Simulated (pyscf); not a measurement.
Routes from `[CH2]=[CH][C]#[N]` + `[CH3]` [doublet]

Candidate steps break at most two bonds and form at most two. Each was searched with GFN2-xTB (tblite) first. Optimised with ωB97X-D3(BJ)/def2-SVP in PySCF. Energies: ωB97M-D3(BJ)/def2-TZVP, kJ/mol, from the separated reactants, doublet surface; ΔG‡ with ideal gas, 1 atm, RRHO with modes under 100 cm⁻¹ raised to 100, one conformer, R ln 2 for chiral ones without a mode under 150 cm⁻¹.

```json
[
 {"products": "H₃C–CH₂–CH•–C≡N", "type": "addition", "ΔE‡": "8.8", "ΔE": "-155.8", "ΔG‡ 298 K": "52.2", "ΔG‡ 900 K": "129.0", "ν‡ (cm⁻¹)": "338i"},
 {"products": "•H₂C–CH(CH₃)–C≡N", "type": "addition", "ΔE‡": "25.0", "ΔE": "-107.7", "ΔG‡ 298 K": "69.9", "ΔG‡ 900 K": "150.5", "ν‡ (cm⁻¹)": "489i"}
]
```

Plain bond fissions and candidates not yet searched are not listed, and one of them may be faster. Each barrier is that of the saddle found; lower ones may exist.
